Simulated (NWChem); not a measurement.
Molecule: SiF₄; SMILES F[Si](F)(F)F

Program: NWChem. Medium grid unless said otherwise, to which SCAN and Minnesota functionals are sensitive. The geometry was optimised at PBE0/def2-SVP. Hybrids' shares of exact exchange are those that their runs print; pure functionals count as 0. The functionals differ in more than this share.

```
row                                   share of exact exchange  orbital gap (eV)
------------------------------------  -----------------------  ----------------
PBE/def2-SVP                                             0.00              9.63
LDA (Slater exchange, VWN5)/def2-SVP                     0.00              9.60
B3LYP/def2-SVP                                           0.20          withheld
r2SCAN0/def2-SVP                                         0.25             13.86
M06/def2-SVP                                             0.27             12.96
M06-2X/def2-SVP                                          0.54             16.08
```

### Question
Fit a straight line of the last column on the one before it, predict the withheld value, and compare with the run.

### Answer

1. Means of the 5 shown rows: x = 0.212, y = 12.426. Slope Σ(x − x̄)(y − ȳ)/Σ(x − x̄)² = 2.476/0.2023 = 12.24; intercept 9.831.
2. The shown rows scatter about the line by 0.489 (root mean square); the largest residual is +0.97, at r2SCAN0/def2-SVP.
3. At x = 0.20 (B3LYP/def2-SVP; inside the shown range) the line gives 12.28.
4. The run gives 12.20, -0.08 from the line, 0.2 times the scatter.
